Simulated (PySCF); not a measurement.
Question: What does the GFN2-xTB structure of `C=P(C)(C)C` look like in three dimensions?

Answer: 
```xyz
16
C4H11P angstrom
C      0.2086    1.4120    1.4242
P      0.0919    0.2315    0.2027
C      1.3408   -0.3613   -1.0797
C     -1.3138    0.6531   -0.8808
C     -0.3671   -1.3560    0.9757
H      0.9827    1.1522    2.1448
H      0.3925    2.3975    0.9985
H      0.9456   -1.1407   -1.7269
H      2.2195   -0.7370   -0.5558
H      1.6418    0.4929   -1.6857
H     -1.0655    1.5427   -1.4571
H     -2.1677    0.8731   -0.2434
H     -1.5462   -0.1650   -1.5600
H     -0.6106   -2.1054    0.2249
H      0.4628   -1.7085    1.5855
H     -1.2231   -1.1722    1.6217
```

Orientation and origin are arbitrary. Atoms count from 1 in this order. The C–P distances run from 1.703 Å (C1=P2, drawn double) to 1.886 Å (P2–C3, drawn single), a spread of 0.183 Å. P2 (phosphorus bonded to 4 C) has angles from 100.3° to 131.3°.

Bonds between heavy atoms (Å): C1=P2 1.703, P2–C3 1.886, P2–C4 1.824, P2–C5 1.824.

The geometry is computed with GFN2-xTB (gas phase).

Point group: Cs (every atom within 0.08 Å of its image). Whether it is a minimum is left open (no frequencies).
